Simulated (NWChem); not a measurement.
O₃ anion, doublet

```xyz
3

O     -1.1351     0.0000    -0.2390
O      0.0000     0.0000     0.4780
O      1.1351     0.0000    -0.2390
```
Atoms are numbered in this order, from 1.

All runs: NWChem. Spin-unrestricted. Medium grid unless said otherwise, to which SCAN and Minnesota functionals are sensitive. In the optimisation the excess spin sits in b2 (C2v, its own frame). The geometry was optimised at B3LYP/def2-SVPD, spin-unrestricted. No stability test was run on the SCF state. The highest occupied level is positive in some or all of these runs, so the extra electron may be held by the finite basis. B3LYP is NWChem's, with the RPA form of VWN correlation. Total energies of different functionals are on different scales.

```csv
level,energy (Ha),highest occupied level (eV),"lowest empty minus highest occupied level, either spin (eV)",<S²>
B3LYP/aug-cc-pVDZ,-225.5502,0.02,3.56,0.755
PBE/aug-cc-pVDZ,-225.3477,1.67,1.17,0.752
TPSSh/aug-cc-pVDZ,-225.5511,0.81,2.64,0.754
PBE0/aug-cc-pVDZ,-225.3105,-0.22,4.20,0.756
BP86/aug-cc-pVDZ,-225.5763,1.57,1.16,0.752
LC-BLYP (range parameter 0.33 per bohr)/aug-cc-pVDZ,-225.1759,-2.66,8.49,0.753
r2SCAN/aug-cc-pVDZ,-225.4455,1.28,1.78,0.754
UHF/aug-cc-pVDZ,-224.3993,-3.73,11.78,0.782
LRC-wPBEh/aug-cc-pVDZ,-225.3325,-2.12,7.84,0.755
```
